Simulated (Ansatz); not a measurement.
# CH8BN: up Jacob's ladder to CCSD(T)

Aim: compute CH8BN with functionals from several rungs and with coupled cluster. The yardstick is the atomisation energy at the CCSD(T) limit.

The runs use Ansatz 0.2.0, Gaussian basis; functionals in def2-TZVPP, the program's frozen cores in correlated methods.

Levels to be run: LDA (SPW92), PBE-D4, revPBE-D4, BLYP-D4, r2SCAN-D4, B97M-V, PBE0-D4, B3LYP-D4, r2SCANh-D4, r2SCAN0-D4, HSE06-D4, BHLYP-D4, CAM-B3LYP-D4, LC-ωPBE, ωB97X-V, ωB97M-V, B2PLYP, PBE-QIDH; CCSD(T)/def2-SVP; CCSD(T)/def2-TZVPP; MP2/def2-QZVPP; extrapolation to the limit; RPA on PBE.

### Step 1. The geometry

All runs share one geometry, relaxed beforehand with PBE0-D4 in a triple-zeta def2 set.

SMILES `[BH3-][NH2+]C`, 11 atoms, charge 0, spin multiplicity 1.

Atoms are counted from 1 here; the program's logs count them from 0.

Bond lengths: B1–N2 1.626 Å, B1–H4 1.214 Å, B1–H5 1.214 Å, B1–H6 1.214 Å, N2–C3 1.469 Å, N2–H7 1.016 Å, N2–H8 1.016 Å, C3–H9 1.089 Å, C3–H10 1.089 Å, C3–H11 1.092 Å. Angles: N2–B1–H4 105.5°, N2–B1–H5 105.4°, N2–B1–H6 105.4°, H4–B1–H5 113.2°, H4–B1–H6 113.2°, H5–B1–H6 113.1°, B1–N2–C3 114.0°, B1–N2–H7 108.2°, B1–N2–H8 108.2°, C3–N2–H7 109.9°, C3–N2–H8 109.9°, H7–N2–H8 106.4°, N2–C3–H9 108.2°, N2–C3–H10 108.2°, N2–C3–H11 111.8°, H9–C3–H10 108.3°, H9–C3–H11 110.1°, H10–C3–H11 110.1°.

### Step 2. LDA

This LDA is Slater exchange with PW92 correlation.

Input file in.yaml:

```yaml
crystal:
  periodic: [false, false, false]
  atoms:
    - {symbol: B, position_ang: [-0.828358, 1.031955, -0.205076]}
    - {symbol: N, position_ang: [-0.349479, -0.497497, 0.070818]}
    - {symbol: C, position_ang: [1.107800, -0.661120, 0.155164]}
    - {symbol: H, position_ang: [-2.040875, 0.990962, -0.245446]}
    - {symbol: H, position_ang: [-0.325056, 1.341676, -1.265749]}
    - {symbol: H, position_ang: [-0.402893, 1.677497, 0.731151]}
    - {symbol: H, position_ang: [-0.783516, -0.815184, 0.932344]}
    - {symbol: H, position_ang: [-0.721032, -1.084658, -0.669946]}
    - {symbol: H, position_ang: [1.475696, -0.024131, 0.957630]}
    - {symbol: H, position_ang: [1.543466, -0.317096, -0.781264]}
    - {symbol: H, position_ang: [1.389847, -1.699402, 0.341075]}
basis:
  gaussian: {orbitals: def2-TZVPP}
hamiltonian: {xc: lda}
output: {orbitals: {seedname: orbitals}}
```

Further steps of the session: PBE-D4 (GGA); revPBE-D4 (GGA); BLYP-D4 (GGA); r2SCAN-D4 (meta-GGA); B97M-V (meta-GGA); PBE0-D4 (hybrid); B3LYP-D4 (hybrid); r2SCANh-D4 (hybrid); r2SCAN0-D4 (hybrid); HSE06-D4 (hybrid); BHLYP-D4 (hybrid); CAM-B3LYP-D4 (range-separated); LC-ωPBE-D4 (range-separated); ωB97X-V (range-separated); ωB97M-V (range-separated); B2PLYP (double hybrid); PBE-QIDH (double hybrid); CCSD(T) in def2-SVP; CCSD(T) in def2-TZVPP; MP2 in def2-QZVPP; RPA on PBE orbitals.

Before running them: what should the planned runs give, taken together? Wanted: atomisation energy, CCSD(T)/CBS; farthest beyond LDA; mean size of error, GGA; mean size of error, meta-GGA; mean size of error, hybrid; mean size of error, range-separated; mean size of error, double hybrid; gap, smallest and largest; T1 diagnostic.

**Answer**, as computed:

| quantity | value |
| --- | --- |
| atomisation energy, CCSD(T)/CBS | 3767.0 kJ/mol |
| functionals within 18.8 kJ/mol (0.5 %) | BLYP-D4, r2SCAN-D4, B97M-V, PBE0-D4, r2SCANh-D4, HSE06-D4, LC-ωPBE, ωB97X-V |
| farthest beyond LDA | BHLYP-D4 (-51.5 kJ/mol) |
| mean size of error, GGA | 26.6 kJ/mol |
| mean size of error, meta-GGA | 5.4 kJ/mol |
| mean size of error, hybrid | 22.4 kJ/mol |
| mean size of error, range-separated | 22.3 kJ/mol |
| mean size of error, double hybrid | 22.2 kJ/mol |
| gap, smallest and largest | 5.68 eV (BLYP-D4), 12.93 eV (LC-ωPBE) |
| T1 diagnostic | 0.0085 |
| triples share of the correlation energy | 3.3 % |

**Reading.** The LDA atomisation energy is off by 488.1 kJ/mol (13 %): it overbinds. PBE-D4 is off by +48.9 kJ/mol. Double hybrids carry the basis error of their MP2 part in triple zeta, and no dispersion term here, so their miss is partly the set-up's. By mean error the best rung here is meta-GGA (5.4 kJ/mol) and the worst beyond LDA is GGA (26.6 kJ/mol). The reference freezes the cores and leaves out relativity and excitations past (T), so misses under about 18.8 kJ/mol can't be ranked. Hartree-Fock recovers 75 % of the binding; the rest is correlation. CCSD(T) in def2-SVP is off by -167.6 kJ/mol, more than most functionals: a good method in a small basis is no reference. The gap grows from 5.7 to 12.9 eV across the functionals, mostly with the share of exact exchange.
